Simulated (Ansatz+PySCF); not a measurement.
singlet HCl: levels of theory in one basis

```tsv
atom	x (Å)	y (Å)	z (Å)
H	0.0000	0.0000	-2.3062
Cl	0.0000	0.0000	0.1357
```

Basis set: 6-31G (spherical functions). Frozen core: 5 orbitals. Charge 0, multiplicity 1.

Computed with Ansatz (development build ahead of 0.2.0); each method stands on the lowest determinant of its kind that the runs found.

```csv
method,E − E(RHF) (eV),<S²> of the determinant
RHF,0.00,0.00
UHF,-2.00,0.90
RHF-MP2,-2.23,–
UHF-MP2,-2.74,0.90
RHF-CCSD(T),-3.27,–
UHF-CCSD(T),-3.26,0.90
full CI (lowest root of this spin),-3.28,–
```

(1) What does RHF-CCSD give on the same scale?

(2) Is a single determinant a sound starting point here?

## Answers

(1) -3.21 eV.

At such a shape the full CI root can have another spatial symmetry than the determinants, so the rows needn't describe one state.

(2) It is doubtful. Unrestricted orbitals lower Hartree–Fock by 2.00 eV and <S²> is 0.90 where a pure state has 0.00, a sign of strong static correlation.

Caution for RHF, RHF-MP2, RHF-CCSD, RHF-CCSD(T): an unrestricted determinant lies well below. Caution for UHF, UHF-MP2, UHF-CCSD(T): the unrestricted determinant is a mixture of spin states. Caution for RHF-MP2, UHF-MP2, RHF-CCSD, RHF-CCSD(T), UHF-CCSD(T): large amplitudes, a single reference is doubtful. Caution for UHF-MP2, UHF-CCSD(T): a plain start can end on a higher determinant. Caution for RHF-CCSD(T), UHF-CCSD(T): the amplitudes may be one of several solutions.
